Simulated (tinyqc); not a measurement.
The integration grid: Kohn-Sham LDA (VWN5) on finer and finer grids in the sto-3g basis, for BH2+, spin multiplicity 1. Computed by the program tinyqc with PySCF. Command: `OMP_NUM_THREADS=1 python tinyqc.py 112573 112574 out.jsonl`; one thread of a shared host (Intel(R) Xeon(R) Processor @ 2.60GHz), about 4 s.

Geometry (angstrom):
```
atom       x        y       z
B     0.0000   0.0000  0.0000
H     0.0000   1.1450  0.4160
H     0.0000  -1.1610  0.4210
```

Self-consistent on each grid; the net force on the molecule should vanish.

Kohn-Sham energy on Becke grids (radial x angular points per atom):
```
grid       points  residual of the electron count  E (hartree)  E - finest (mhartree)  largest net force without grid terms (hartree/bohr)
10 x 14       418                       -1.10e-02    -24.93248               45.66642                                             2.15e-02
15 x 26      1168                       -6.01e-03    -24.97959               -1.44783                                             9.93e-03
20 x 50      2996                        3.61e-04    -24.97818               -0.03611                                             1.67e-03
30 x 86      7701                       -3.12e-04    -24.97800                0.14679                                             2.15e-04
50 x 194    29033                       -2.70e-06    -24.97814               -0.00110                                             3.22e-06
75 x 302    67887                        7.72e-08    -24.97814              -3.79e-05                                             3.01e-07
120 x 590  212177                        1.02e-10    -24.97814                0.00000                                             5.79e-08
```

The energy is within 0.1 mhartree of the finest grid first at 20 x 50. The error has both signs, since quadrature is not variational. The electron count and the net force are cheap signs of a poor grid.
